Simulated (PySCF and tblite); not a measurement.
Values are calculated unless marked as measured or tabulated.
n-pentane, C₅H₁₂, numbered as in [CH3:1][CH2:2][CH2:3][CH2:4][CH3:5].

Conformers came from 90 starts (ETKDG and KDG, MMFF94s, GFN2-xTB); geometries are PBE0-D3(BJ)/def2-SVP. Free energies are PBE0-D3(BJ)/def2-TZVP (IEF-PCM, chloroform) single points with GFN2-xTB rigid-rotor and vibrational terms (modes under about 100 cm⁻¹ blended into free rotors). Symmetry numbers and mirror images are counted. Conformers within 3 kcal/mol (GFN2-xTB free energy) were kept, 8 at most. Couplings: B3LYP/pcSseg-1 with pcJ-1 on H (gas phase; spin-dipole term only for pairs with B, N, F, Si or P). Couplings are for ¹H; a prime marks the second kind of pair between the same two sets of atoms. Run with PySCF (density fitting) and tblite.

Torsions listed: C1–C2–C3–C4, C2–C3–C4–C5. Of a mirror pair one member is shown.

```tsv
conformer	shape	weight %
1	65°, 177°	48.1
2	180°, 180°	43.0
3	-59°, -60°	8.2
4	-62°, 89°	0.7
```

(1) Give the couplings in each conformer and the averages at 298.15 K (pairs that fast motion interchanges averaged).

Results:

(1) 
| coupling | pairs | 1 | 2 | 3 | 4 | average (Hz) |
| --- | --- | --- | --- | --- | --- | --- |
| ²J(H1,H1) | 6 | -14.2 | -14.1 | -14.2 | -14.2 | -14.1 |
| ³J(H1,H2) | 12 | 8.2 | 8.1 | 8.3 | 8.4 | 8.2 |
| ²J(H2,H2) | 2 | -15.0 | -14.8 | -15.8 | -15.8 | -15.0 |
| ³J(H2,H3) | 4 | 8.7 | 14.3 | 4.1 | 2.2 | 10.7 |
| ³J(H2,H3′) | 4 | 7.0 | 4.3 | 9.4 | 10.0 | 6.0 |
| ²J(H3,H3) | 1 | -15.0 | -14.5 | -15.4 | -16.1 | -14.8 |
